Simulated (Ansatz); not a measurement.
# C2H4N2O: basis-set convergence

An exercise on one series of results from a longer session: the logs are not shown, and one member is left open.

Method: one geometry, several basis sets; program: Ansatz 0.2.0, Gaussian basis.

The runs, in order: PBE0-D4/def2-SVP; ωB97M-V/def2-SVP; PBE0-D4/def2-QZVPP; ωB97M-V/def2-QZVPP; the functionals' def2-TZVPP values are taken from earlier runs.

### The relaxed structure

The geometry comes from an earlier relaxation with PBE0-D4 in a triple-zeta def2 set; it is a stationary point, not always the lowest conformer.

SMILES `N=CC(N)=O`, 9 atoms, charge 0, spin multiplicity 1.

Atoms are counted from 1 here; the program's logs count them from 0.

Bond lengths: N1–C2 1.261 Å, N1–H6 1.019 Å, C2–C3 1.507 Å, C2–H7 1.094 Å, C3–N4 1.343 Å, C3–O5 1.214 Å, N4–H8 1.004 Å, N4–H9 1.006 Å. Angles: C2–N1–H6 112.0°, N1–C2–C3 120.7°, N1–C2–H7 126.0°, C3–C2–H7 113.3°, C2–C3–N4 114.2°, C2–C3–O5 120.1°, N4–C3–O5 125.7°, C3–N4–H8 119.7°, C3–N4–H9 118.9°, H8–N4–H9 121.4°.

As a file:

| atom | x (Å) | y (Å) | z (Å) |
| --- | --- | --- | --- |
| N1 | -0.2923 | 1.5427 | 0.1345 |
| C2 | 0.4939 | 0.7254 | -0.4176 |
| C3 | 0.3356 | -0.7577 | -0.2053 |
| N4 | -0.6869 | -1.0919 | 0.5992 |
| O5 | 1.0985 | -1.5348 | -0.7424 |
| H6 | -0.0648 | 2.5079 | -0.0989 |
| H7 | 1.3304 | 0.9816 | -1.0745 |
| H8 | -0.8687 | -2.0589 | 0.7974 |
| H9 | -1.2571 | -0.3606 | 0.9905 |

Set-up of the first run:

in.yaml

```yaml
crystal:
  periodic: [false, false, false]
  atoms:
    - {symbol: N, position_ang: [-0.292311, 1.542730, 0.134533]}
    - {symbol: C, position_ang: [0.493884, 0.725423, -0.417642]}
    - {symbol: C, position_ang: [0.335601, -0.757711, -0.205257]}
    - {symbol: N, position_ang: [-0.686950, -1.091868, 0.599179]}
    - {symbol: O, position_ang: [1.098466, -1.534823, -0.742422]}
    - {symbol: H, position_ang: [-0.064825, 2.507867, -0.098925]}
    - {symbol: H, position_ang: [1.330432, 0.981642, -1.074496]}
    - {symbol: H, position_ang: [-0.868737, -2.058880, 0.797396]}
    - {symbol: H, position_ang: [-1.257061, -0.360581, 0.990536]}
basis:
  gaussian: {orbitals: def2-SVP}
hamiltonian: {xc: pbe0, dispersion: d4}
output: {orbitals: {seedname: orbitals}}
```

Among the steps run: PBE0-D4 in def2-SVP; ωB97M-V in def2-SVP; PBE0-D4 in def2-QZVPP; ωB97M-V in def2-QZVPP.

One table of the session follows, with a row left open; its other results are not shown here.

It belongs to the step «Density functionals: the series». 

```
functional       basis  HOMO (eV)
   PBE0-D4    def2-SVP      -7.26
   PBE0-D4  def2-TZVPP      -7.55
   PBE0-D4  def2-QZVPP      -7.61
   ωB97M-V    def2-SVP      -9.66
   ωB97M-V  def2-TZVPP          ?
   ωB97M-V  def2-QZVPP     -10.04
```

**Question.** Estimate the row for ωB97M-V, def2-TZVPP.

As computed: HOMO (eV): -9.98. In the column «HOMO (eV)» it lies between ωB97M-V, def2-QZVPP (-10.04) and ωB97M-V, def2-SVP (-9.66).
